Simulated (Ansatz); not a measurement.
## H₂Si–CH⁺, triplet: reading a ladder of total energies

Geometry: that of the H2Si–CH, doublet, kept fixed.

```xyz
5

Si    0.0000    0.0000    0.4916
C     0.0000    0.0000   -1.1766
H     0.0000    1.2470    1.2863
H     0.0000   -1.2470    1.2863
H     0.0000    0.0000   -2.2494
```

Basis cc-pVDZ; Ansatz 0.2.0. Only valence electrons are correlated (noble-gas cores frozen), which leaves 10 electrons in 41 orbitals. Prefix R: restricted or restricted open-shell reference; prefix U: unrestricted.

Full CI isn't at hand for all of this; UCCSDT(Q) serves as the reference, and is uncertain by about the last step of the cluster series.

Runs differ by some tens of microhartree through their thresholds and, for an open shell, their frozen cores, so steps under 0.03 kcal/mol mean nothing.

| level | total energy (hartree) |
| --- | --- |
| UHF | -328.151333 |
| UMP2 | -328.309679 |
| UCCSD | -328.346126 |
| UCCSD(T) | -328.350423 |
| UCCSDT | -328.351431 |
| UCCSDT(Q) | -328.351641 |

Problem. What is the correlation energy at UCCSDT(Q), and what share of it do UMP2 and UCCSD(T) recover?

Solution. E(corr) = -328.351641 − (-328.151333) = -0.200308 hartree = -5.451 eV. UMP2: -0.158346 / -0.200308 = 79.05 %. UCCSD(T): -0.199090 / -0.200308 = 99.39 %.

Problem. By how many kcal/mol does UCCSD(T) miss UCCSDT(Q) (1 hartree = 627.509 kcal/mol), and which steps make up the rest?

Solution. -328.350423 − (-328.351641) = 0.001218 hartree = 0.76 kcal/mol. Steps: UCCSDT − UCCSD(T) = -0.63, UCCSDT(Q) − UCCSDT = -0.13 kcal/mol. That is within 1 kcal/mol of the reference in this basis, which itself misses far more of the correlation at the basis-set limit.
